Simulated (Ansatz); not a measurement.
C4H8O can be A, `CC1(C)CO1`, or B, `CCC1CO1`.

Calculated with Ansatz (gas phase, PBE0-D4/def2-TZVP geometries, no zero-point term in ΔE). CBS: MP2 limit from def2 TZ/QZ plus the TZ coupled-cluster correction, frozen cores. Functionals use def2-TZVPP. Each species was taken in one conformer, which may not be the lowest.

**Question.** Which is lower in electronic energy at CCSD(T)/CBS, and by how much? (Estimate.)

**Answer.** Computed: A, by 4.8 kcal/mol.

**Question.** Give E(B) − E(A) in kcal/mol with MP2/def2-TZVPP, HF/def2-TZVPP, r2SCAN-D4, B2PLYP, PBE0-D4, PBE-D4, CCSD(T)/def2-TZVPP. (Best estimate.)

**Answer.** Computed: MP2/def2-TZVPP 5.1, HF/def2-TZVPP 3.8, r2SCAN-D4 5.0, B2PLYP 4.5, PBE0-D4 4.6, PBE-D4 4.6, CCSD(T)/def2-TZVPP 4.7. None reverses the order clearly.

Largest T1 diagnostic: 0.010.

In def2-TZVPP, CCSD(T) changes the Hartree–Fock value by +0.9 kcal/mol (the triples alone add +0.2 kcal/mol) and MP2 by +1.3 kcal/mol.
